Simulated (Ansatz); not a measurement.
Single points on AlH2(OMe) (CH₅AlO).

```yaml
crystal:
  periodic: [false, false, false]
  atoms:
    - {symbol: Al, position_ang: [0.682554, 1.303874, 0.825374]}
    - {symbol: H, position_ang: [2.209324, 1.224496, 1.229969]}
    - {symbol: H, position_ang: [-0.232274, 2.551203, 1.154376]}
    - {symbol: O, position_ang: [0.009232, 0.019168, 0.022609]}
    - {symbol: C, position_ang: [-0.549626, -1.050336, -0.666036]}
    - {symbol: H, position_ang: [-1.330179, -0.705532, -1.353695]}
    - {symbol: H, position_ang: [-1.002153, -1.761020, 0.033831]}
    - {symbol: H, position_ang: [0.213122, -1.581854, -1.246429]}
basis:
  gaussian: {orbitals: def2-TZVP, initial_orbitals: start.molden}
hamiltonian: {xc: {name: wB97M-V}}
scf: {omitted_lower_state_checks: [starts]}
output: {orbitals: {seedname: orbitals}}
```

The file start.molden holds the orbitals of an earlier run on this structure, at another level or in another basis.

```sh
$ ansatz run in.yaml --threads 4 --pin off --events-out ev --progress --plain --max-ram 3916MiB
```

Output, abridged:

```
Functional definition: wB97M-V
  name "wB97M-V"
  cite "Mardirossian & Head-Gordon, J. Chem. Phys. 144, 214110 (2016) doi:10.1063/1.4952647"
  cite "Becke, J. Chem. Phys. 107, 8554 (1997) doi:10.1063/1.475007"
  cite "Vydrov & Van Voorhis, J. Chem. Phys. 133, 244103 (2010) doi:10.1063/1.3521275"
  # Of w^i u^j: cxij and so on, Table III.
  parameter omega = 0.3/bohr
  parameter cx = 0.15
  parameter cx01 = 1.007
  parameter cx10 = 0.259
  parameter css00 = 0.443
  parameter css04 = -1.437
  parameter css10 = -4.535
  parameter css20 = -3.390
  parameter css43 = 4.278
  parameter cos00 = 1.000
  parameter cos10 = 1.358
  parameter cos20 = 2.924
  parameter cos21 = -8.812
  parameter cos60 = -1.390
  parameter cos61 = 9.142
  parameter b = 6.0
  parameter c = 0.01
  gx(w, u) = 1 - cx + cx01*u + cx10*w
  gss(w, u) = css00 + css04*u^4 + css10*w + css20*w^2 + css43*w^4*u^3
  gos(w, u) = cos00 + cos10*w + (cos20 + cos21*u)*w^2 + (cos60 + cos61*u)*w^6
  exchange = spin_sum(e_x_unif_sr(omega)*gx(b97_w, b97_u_x)) + cx*exact_x_sr(omega) + exact_x_lr(omega)
  correlation = spin_sum(e_c_pw_mod_same_spin*gss(b97_w, b97_u_same))
      + integral(e_c_pw_mod_opposite_spin*gos(b97_w_opposite, b97_u_opposite)) + vv10(b, c)
these checks for a lower state are left out or cut short: starts
810 factors; their error is unknown
234 factors; integrals over basis functions are off by at most 1.2e-5 eV
mean field evaluation 1: about -9762.5137 eV, gradient 9.6e0 eV
mean field evaluation 2: about -9762.5714 eV, gradient 7.5e-2 eV
mean field evaluation 4: about -9762.5771 eV, gradient 1.1e-4 eV
mean field -9762.57710105 eV, -358.7680911510 hartree, gradient 2.3e-5 eV, S^2 0.000000; 0 other end points of the search recorded, 0 dependent functions left out
reference -9762.57715454 eV, -358.7680931168 hartree; 16, 16 occupied and 113, 113 virtual orbitals, 810 factors
Total energy: -9762.57715454 eV, -358.7680931168 hartree
Checks for a lower state left out: starts
```

Run time 1.2 s (4 threads of Intel Xeon 6975P-C on a shared host).

The first input with `gaussian: {orbitals: def2-SVP, initial_orbitals: start.molden}`, `hamiltonian: {xc: pbe, dispersion: d4}` (abridged; 0.25 s):

```
Functional definition: PBE
mean field -9750.70123577 eV, -358.3316611520 hartree, gradient 1.3e-5 eV, S^2 0.000000
Total energy: -9750.80244932 eV, -358.3353806812 hartree
Checks for a lower state left out: starts
```

First input, but with `hamiltonian: {xc: {name: PBE-QIDH}}` and without the key `output` (abridged; 0.7 s):

```
Functional definition: PBE-QIDH
mean field -9749.88530782 eV, -358.3016763528 hartree, gradient 3.9e-6 eV, S^2 0.000000
7 core orbitals not correlated: weight in the atoms' cores, before any rotation towards them, 1.000 or more for the frozen orbitals, at most 0.000 for the correlated occupied ones
second order -14.72998621 eV of doubles, -0.00000000 eV of singles
Total energy: -9754.79531716 eV, -358.4821158678 hartree
Checks for a lower state left out: starts
```

The first input with `hamiltonian: {xc: r2scan, dispersion: d4}` (abridged; 0.75 s):

```
Functional definition: r2SCAN
mean field -9761.97978362 eV, -358.7461401404 hartree, gradient 2.7e-5 eV, S^2 0.000000
Total energy: -9762.00448705 eV, -358.7470479748 hartree
Checks for a lower state left out: starts
```

First input, but with `hamiltonian: {xc: pbe}`, `correlation: {method: rpa}` and without the key `output` (abridged; 0.75 s):

```
Functional definition: PBE
mean field -9756.81101429 eV, -358.5561913712 hartree, gradient 1.3e-6 eV, S^2 0.000000
7 core orbitals not correlated: weight in the atoms' cores, before any rotation towards them, 1.000 or more for the frozen orbitals, at most 0.000 for the correlated occupied ones
Total energy: -9753.06192441 eV, -358.4184148592 hartree
Checks for a lower state left out: starts
```

First input, but with `hamiltonian: {xc: {name: BLYP}, dispersion: d4}` (abridged; 0.45 s):

```
Functional definition: BLYP
mean field -9763.62663257 eV, -358.8066607232 hartree, gradient 9.8e-6 eV, S^2 0.000000
Total energy: -9763.85268992 eV, -358.8149681774 hartree
Checks for a lower state left out: starts
```

As the first input, with `hamiltonian: {xc: {name: B97M-V}}` (abridged; 1.2 s):

```
Functional definition: B97M-V
mean field -9762.41399491 eV, -358.7620971109 hartree, gradient 1.8e-5 eV, S^2 0.000000
Total energy: -9762.41406059 eV, -358.7620995248 hartree
Checks for a lower state left out: starts
```

Geometry: r2SCAN-D4/def2-TZVP.

Correlated methods freeze 7 core orbitals.
